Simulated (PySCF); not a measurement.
Process, species as SMILES: FCF → F[CH-]F + H+
B3LYP-D3(BJ)/def2-TZVP geometries, fixed; electronic energies without zero-point terms.
Largest species:
```xyz
5

C      0.0044     0.0053     0.5043
F     -0.0170     1.1024    -0.3021
F      0.0119    -1.1085    -0.2792
H     -0.9025    -0.0002     1.1113
H      0.9218     0.0234     1.0951
```
Charge 0, spin multiplicity 1.

Effect of the auxiliary basis of density fitting at HF/def2-SVP with PySCF, against the last row, where the deprotonation energy is 425.39 kcal/mol.

| setting | fitting functions, largest species | largest shift of a total energy (mEh) | shift of the deprotonation energy (kcal/mol) |
|---|---|---|---|
| density fitting: autoaux | 373 | 0.296 | 0.074 |
| density fitting: def2-universal-jkfit | 265 | 0.243 | 0.032 |
| density fitting: cc-pvtz-jkfit | 297 | 0.052 | 0.008 |
| density fitting: cc-pvqz-jkfit | 420 | 0.001 | 0.000 |
| density fitting: none | - | 0.000 | 0.000 |

Within 0.02 kcal/mol in the deprotonation energy: density fitting: cc-pvtz-jkfit; density fitting: cc-pvqz-jkfit. The largest shift is 0.296 mEh in a total energy and 0.074 kcal/mol in the difference.
